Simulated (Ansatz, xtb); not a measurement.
Ranking isomers of C2HO−

3 gas-phase structures of C2HO−, found in a search over its isomers (lower ones may exist). Each was relaxed with GFN2-xTB:

A. `C#C[O-]`, a singlet
B. `[C-]#CO`, a singlet
C. the triplet with the links of `[C]=C[O-]`

**Question.** Estimate their order in r2SCAN-D4/def2-SVPD energy at these geometries, lowest first.

**Answer.** Calculated order at r2SCAN-D4/def2-SVPD: A (0.000), B (2.484), C (2.740) eV.

Energies above the lowest of each column, in eV; the last columns are at B3LYP-D4/def2-TZVPD geometries (a dash: not run or not comparable):

| structure | GFN2-xTB | HF/STO-3G | r2SCAN-D4/def2-SVPD | B3LYP-D4/def2-TZVPD | CCSD(T)/def2-TZVPPD |
| --- | --- | --- | --- | --- | --- |
| A | 0.000 | 0.000 | 0.000 | 0.000 | 0.000 |
| B | 2.497 | 1.221 | 2.484 | 2.315 | 2.085 |
| C | – | 1.133 | 2.740 | 2.922 | 2.971 |

Every level run on A puts it lowest or level with the lowest. GFN2-xTB has no spin polarisation and isn't compared across spin states. Open shells are spin-unrestricted.

Programs: Ansatz 0.2.0, xtb 6.7.1.
